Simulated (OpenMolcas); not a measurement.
**CClF2 (chlorodifluoromethyl radical): ROHF/ANO-L-VDZ (Cholesky decomposition)**

Aim: the vertical ionisation energy of CClF2 (chlorodifluoromethyl radical) at ROHF/ANO-L-VDZ (Cholesky decomposition), from 2 runs. 

The calculation is run with OpenMolcas 26.06.

2 further runs of the same task are left out: 2 set aside as unsound or not needed.

### 1 The system as given

CClF2 has 4 atoms, charge 0, and is taken as a doublet. SMILES: `F[C](F)Cl`. Geometry: relaxed at PBE0-D4/def2-TZVP.

Bond lengths: F1–C2 1.315 Å, C2–F3 1.315 Å, C2–Cl4 1.719 Å. Angles: F1–C2–F3 110.6°, F1–C2–Cl4 114.1°, F3–C2–Cl4 114.1°.

### 2 The energy at ROHF/ANO-L-VDZ (Cholesky decomposition)

mol.inp reads:

```
&GATEWAY
 COORD
 4
 angstrom
 F        0.026200       0.169300       1.294600
 C       -0.230600      -0.190200       0.056400
 F        0.573000      -1.160700      -0.318600
 Cl      -0.313000       1.121200      -1.052700
 BASIS = ANO-L-VDZ
 GROUP = NoSym

&SEWARD
 LOW

&SCF
 UHF
 SPIN = 2
 PRORBITALS = 1 1

&RASSCF
 FILEORB = $Project.UnaOrb
 SPIN = 2
 NACTEL = 1 0 0
 INACTIVE = 20
 RAS2 = 1
 OUTORBITALS = Canonical
 ORBLISTING = Few
```

Launch:

```
$ export MOLCAS_MEM=1860
$ pymolcas mol.inp > mol.log
```

The log of the run (excerpt; [...] marks lines left out):

```text
--- Start Module: gateway ---
[...]
--- Stop Module: gateway /rc=_RC_ALL_IS_WELL_ ---
[...]
      Basis functions           40
[...]
--- Start Module: scf ---
[...]
       Convergence after  14 Iterations
[...]
::    Total SCF energy                               -696.1532330151
[...]
      Total spin, S                                     0.5038490871
[...]
--- Stop Module: scf /rc=_RC_ALL_IS_WELL_ ---
[...]
--- Start Module: rasscf ---
[...]
      Number of active orbitals                  1
[...]
      Spin quantum number                      0.5
[...]
      Active orbitals                            1
[...]
      Number of CSFs                             1
[...]
      Number of root(s) required                 1
[...]
      Convergence after  7 iterations
[...]
      printout of CI-coefficients larger than  0.05 for root  1
      energy=    -696.151125
      conf/sym  1     Coeff  Weight
             1  u   1.00000 1.00000
      Natural orbitals and occupation numbers for root  1
      sym 1:   1.000000
      ************************************************************************************************************************
      *                                                    Final results                                                     *
[...]
::    RASSCF root number  1 Total energy:   -696.15112472
[...]
      Total electronic charge=   41.000000
      Total            charge=   -0.000000
[...]
      Dipole Moment (debye):
      Origin of the operator (angstrom)=   -0.0274    0.2129   -0.2071
                   X= -8.5188E-01               Y=  1.6733E-01               Z= -4.2712E-01           Total=  9.6754E-01
      Quadrupole Moment (debye*angstrom):
[...]
--- Stop Module: rasscf /rc=_RC_ALL_IS_WELL_ ---
[...]
```

Run time: 8.4 s. Hardware: 1 thread of Intel Xeon Platinum 8259CL at 2.50GHz (Skylake/Cascade Lake), shared host; peak memory 0.23 GiB.

### 3 The singlet cation, same level

mol.input reads:

```
&GATEWAY
Coord
4
angstrom
F        0.026200       0.169300       1.294600
C       -0.230600      -0.190200       0.056400
F        0.573000      -1.160700      -0.318600
Cl      -0.313000       1.121200      -1.052700
Basis = ANO-L-VDZ
Group = NoSym
&SEWARD
Low
&SCF
Charge = 1
PrOrbitals = 1 1
```

Launch:

```
$ export MOLCAS_MEM=1860
$ pymolcas mol.input > mol.log
```

The log of the run (excerpt; [...] marks lines left out):

```text
--- Start Module: gateway ---
[...]
--- Stop Module: gateway /rc=_RC_ALL_IS_WELL_ ---
--- Start Module: seward ---
[...]
      Basis functions           40
--- Stop Module: seward /rc=_RC_ALL_IS_WELL_ ---
[...]
--- Start Module: scf ---
[...]
       Convergence after  17 Iterations
[...]
::    Total SCF energy                               -695.7359223203
[...]
      Total spin, S                                     0.0000000000
[...]
      Total electronic charge=   40.000000
      Total            charge=    1.000000
[...]
      Dipole Moment (debye):
      Origin of the operator (angstrom)=   -0.0274    0.2129   -0.2071
                   X= -1.5447E+00               Y=  9.8045E-02               Z= -6.0335E-01           Total=  1.6612E+00
      Center of Charge (angstrom)
[...]
--- Stop Module: scf /rc=_RC_ALL_IS_WELL_ ---
[...]
```

It took 6 s on 1 thread of Intel Xeon Platinum 8259CL at 2.50GHz (Skylake/Cascade Lake), shared host; peak memory 0.23 GiB.

### 4 Summary of results

Level: ROHF/ANO-L-VDZ (Cholesky decomposition).

| quantity | value |
| --- | --- |
| doublet CClF2: total energy | -696.15112 Eh |
| doublet CClF2: dipole moment | 0.97 D |
| singlet cation: total energy | -695.73592 Eh |
| singlet cation: HOMO energy | -21.93 eV |
| singlet cation: LUMO energy | -9.60 eV |
| singlet cation: HOMO–LUMO gap | 12.32 eV |
| vertical ionisation energy (to the singlet cation) | 11.298 eV |

**Reading.** This program's gradients are faulty for this kind of reference, so any forces in the log (doublet CClF2) can't be trusted; the energy can. Removing an electron at fixed nuclei costs 11.30 eV (261 kcal/mol). Only the singlet of the ionised species was computed; a triplet could lie lower. Mulliken charges (singlet cation) run from -0.10 on F3 to +0.71 on C2; they depend strongly on the basis.
